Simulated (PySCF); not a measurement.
## Chlorine: a sound run and one with changed settings

Sound run: Cl [Ne] 3s2 3p5, Cl⁺ [Ne] 3s2 3p4. All numbers are calculated (PySCF 2.14, the spin-free X2C one-electron Hamiltonian (Gaussian nucleus), in jorge-DZP-DKH (7s4p1d, 24 functions)). The sound run starts from symmetry-adapted Hartree-Fock orbitals and uses a fine grid where one is needed.

Changed run: 26 angular points. This setting is unsound on purpose.

```json
{"species": "Cl", "method": "UHF", "sound run (hartree)": "-460.88376", "changed run (hartree)": "-460.88376", "converged": "yes"}
{"species": "Cl", "method": "B3LYP", "sound run (hartree)": "-461.58563", "changed run (hartree)": "-461.58547", "converged": "yes"}
{"species": "Cl", "method": "TPSS", "sound run (hartree)": "-461.58513", "changed run (hartree)": "-461.58521", "converged": "yes"}
{"species": "Cl⁺", "method": "UHF", "sound run (hartree)": "-460.45108", "changed run (hartree)": "-460.45108", "converged": "yes"}
{"species": "Cl⁺", "method": "B3LYP", "sound run (hartree)": "-461.10585", "changed run (hartree)": "-461.10561", "converged": "yes"}
{"species": "Cl⁺", "method": "TPSS", "sound run (hartree)": "-461.10928", "changed run (hartree)": "-461.10943", "converged": "yes"}
```

Ionisation energy of Cl:

| method | sound run (eV) | changed run (eV) |
| --- | --- | --- |
| UHF | 11.774 | 11.774 |
| B3LYP | 13.055 | 13.058 |
| TPSS | 12.948 | 12.947 |

A coarse angular grid integrates products of high-l functions wrongly, so density functionals can shift, and the SCF can exploit the error; Hartree-Fock and MP2 need no grid.

For comparison, NIST gives 12.968 eV between the lowest levels.
